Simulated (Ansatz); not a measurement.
The cluster Li₃H₃⁺. Total charge 1; doublet. Geometry PBE0-D4/def2-TZVP.

Cartesian coordinates in Å:
```
Li -0.111 0.405 0.124
Li 3.119 0.099 -0.366
Li -2.805 2.218 0.953
H -1.211 -1.336 -0.209
H 1.523 0.191 -0.140
H -0.515 -1.578 -0.363
```

B3LYP takes the VWN-RPA correlation. In the doublet, H4 and H6 lie 0.75 Å apart (atoms count from 1), so H2 has formed as a molecule. The structure comes from a short search, and lower isomers may exist.

**Question.** Estimate the α-spin orbital energies around the gap (eV) in Ansatz with HF/STO-3G, BLYP-D4/def2-TZVP, r2SCANh-D4/def2-TZVP, B3LYP-D4/6-31G, BHLYP-D4/def2-TZVP.

**Answer.** 
| orbital | HF/STO-3G | BLYP-D4/def2-TZVP | r2SCANh-D4/def2-TZVP | B3LYP-D4/6-31G | BHLYP-D4/def2-TZVP |
| --- | --- | --- | --- | --- | --- |
| HOMO−5 | -69.74 | -56.08 | -58.90 | -59.36 | -64.30 |
| HOMO−4 | -69.45 | -55.93 | -58.63 | -59.32 | -64.06 |
| HOMO−3 | -68.42 | -54.68 | -57.27 | -58.00 | -62.83 |
| HOMO−2 | -20.51 | -14.77 | -15.77 | -16.30 | -18.04 |
| HOMO−1 | -14.18 | -9.95 | -10.67 | -11.08 | -12.48 |
| HOMO | -9.29 | -6.90 | -7.38 | -7.57 | -8.26 |
| LUMO | -1.79 | -4.77 | -4.12 | -4.34 | -3.88 |
| LUMO+1 | -1.43 | -4.67 | -4.07 | -4.29 | -3.58 |
| LUMO+2 | -0.79 | -4.40 | -3.92 | -4.08 | -3.30 |
| LUMO+3 | -0.34 | -4.22 | -3.29 | -3.87 | -3.06 |
| LUMO+4 | 0.08 | -3.69 | -2.82 | -3.32 | -2.62 |
| LUMO+5 | 0.11 | -3.69 | -2.62 | -3.32 | -2.59 |
| β HOMO | -14.18 | -9.94 | -10.66 | -11.08 | -12.47 |
| β LUMO | -1.80 | -5.48 | -4.16 | -5.19 | -4.66 |
